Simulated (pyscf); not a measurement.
# Four-centre exchange: H₂Sb–S–SbH₂ + H₂ → SbH₃ + HS–SbH₂

Gas phase, singlet surface, charge 0. Bonds broken: Sb1–S2, H8–H9. Bonds formed: Sb1–H8, S2–H9. Structures and frequencies: ωB97X-D3(BJ)/def2-SVP in PySCF.

Transition state (Å):

```xyz
9

Sb    -2.7933     0.0025     0.3105
S     -0.1535     0.1396     1.0886
Sb     0.6726    -0.3997    -1.1314
H     -3.1654     0.4462    -1.3109
H     -2.1944    -1.4998    -0.3124
H      0.5763    -2.0860    -0.8867
H      2.3195    -0.3881    -0.6706
H     -1.8779     1.8116     0.1570
H     -0.9931     1.4068     0.5448
```

One imaginary mode, 1774i cm⁻¹; descent along it reached the two sides named, in the forms told below.

```tsv
bond	change	reactant side (Å)	saddle	product side
Sb1–S2	breaks	2.420	2.8	3.5
H8–H9	breaks	0.762	1.047	3.3
Sb1–H8	forms	4.2	2.033	1.711
S2–H9	forms	2.9	1.614	1.347
```

Electronic energies relative to the separated reactants (eV):

```
level                   barrier  reaction energy  reverse barrier
----------------------  -------  ---------------  ---------------
ωB97X-D3(BJ)/def2-TZVP     2.35            +0.51             1.85
PBE/def2-TZVP              1.88            +0.27             1.61
r²SCAN/def2-TZVP           2.04            +0.30             1.74
B3LYP-D3(BJ)/def2-TZVP     2.12            +0.34             1.78
PBE0-D3(BJ)/def2-TZVP      2.03            +0.31             1.72
M06-2X/def2-TZVP           2.29            +0.38             1.90
ωB97M-D3(BJ)/def2-TZVP     2.27            +0.20             2.07
HF/def2-TZVP               3.00            -0.02             3.02
```

With ωB97M-D3(BJ)/def2-TZVP energies and thermal terms (ideal gas, 1 atm, RRHO with modes under 100 cm⁻¹ raised to 100, one conformer, R ln 2 for chiral ones without a mode under 150 cm⁻¹), in eV:

| T (K) | ΔH‡ | ΔG‡ | ΔH | ΔG |
|---|---|---|---|---|
| 298 | 2.24 | 2.61 | +0.23 | +0.14 |
| 600 | 2.21 | 3.00 | +0.18 | +0.06 |
| 900 | 2.21 | 3.40 | +0.14 | +0.02 |
| 1200 | 2.22 | 3.80 | +0.12 | -0.02 |

On the product side the descent ends in a complex, 0.22 eV under the separated species and 2.07 eV under the saddle at ωB97X-D3(BJ)/def2-TZVP. One saddle was located; it need not be the lowest between these sides. Elements past Kr carry the def2 core potentials, without spin-orbit coupling.
